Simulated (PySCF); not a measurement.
Species: AlH6NSi.
Cartesian coordinates in Å at the PBE0-D3(BJ)/def2-SVP level; atoms count from 1:
```xyz
9
AlH6NSi angstrom
Al     1.8068   -0.0384   -0.0068
N      0.1310    0.0244    0.6204
Si    -1.3870    0.0117   -0.2358
H      2.9824    0.0105    1.0577
H      2.0088   -0.1384   -1.5748
H      0.0362    0.0953    1.6328
H     -2.2495   -1.1506    0.1523
H     -2.1891    1.2525    0.0142
H     -1.0812   -0.0844   -1.6939
```

Method: PySCF 2.14.0, PBE0-D3(BJ)/def2-SVP geometry optimisation, gas phase.

Problem. Which atoms are bound to Al1, and at what distances?

Solution. 3 atoms: H5 1.584 Å, H4 1.587 Å, N2 1.790 Å. The nearest atom not counted as bound is H6, at 2.42 Å.

Problem. List the angles at Al1.

Solution. 
```
    angle  degrees  distance of the outer atoms (Å)
H4–Al1–H5    124.9                             2.81
N2–Al1–H5    117.9                             2.89
N2–Al1–H4    117.2                             2.88
```

Problem. What is the shape at Al1?

Solution. Planar: angles 124.9°, 117.9° and 117.2°, sum 360.0°, 0.00 Å off the plane of its three neighbours.

Problem. What are the other bond lengths?

Solution. N2–Si3 1.743 Å; N2–H6 1.019 Å; Si3–H7, Si3–H8, Si3–H9 1.497 Å.

Problem. Give some angles away from the centre.

Solution. Al1–N2–Si3 130.0°.

Problem. What are the rotational constants (commonest isotopes, rigid rotor)?

Solution. A = 27676, B = 3001, C = 2795 MHz: a near-prolate asymmetric top.

Point group: Cs (every atom within 0.08 Å of its image). Charge 0, singlet. PBE0-D3(BJ)/def2-SVP frequencies: not computed here.
